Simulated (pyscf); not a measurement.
Thermochemistry of product channels of `[NH2][SiH2][NH2]` + `[NH2]` [doublet] on the doublet surface, in kcal/mol, from ωB97M-D3(BJ)/def2-TZVP energies (ideal gas, 1 atm, RRHO with modes under 100 cm⁻¹ raised to 100, one conformer, R ln 2 for chiral ones without a mode under 150 cm⁻¹). PySCF, gas phase, ωB97X-D3(BJ)/def2-SVP geometries.

| products | ΔE | ΔH(298 K) | ΔG(298 K) | ΔG(1200 K) |
|---|---|---|---|---|
| `[NH2][Si]([NH2])[NH2]` [doublet] + `[H][H]` | -25.1 | -24.7 | -22.7 | -19.3 |
| `[NH][SiH]([NH2])[NH2]` [doublet] + `[H][H]` | -8.7 | -11.1 | -9.5 | -7.8 |

These are energies of the channels, which say nothing of barriers.
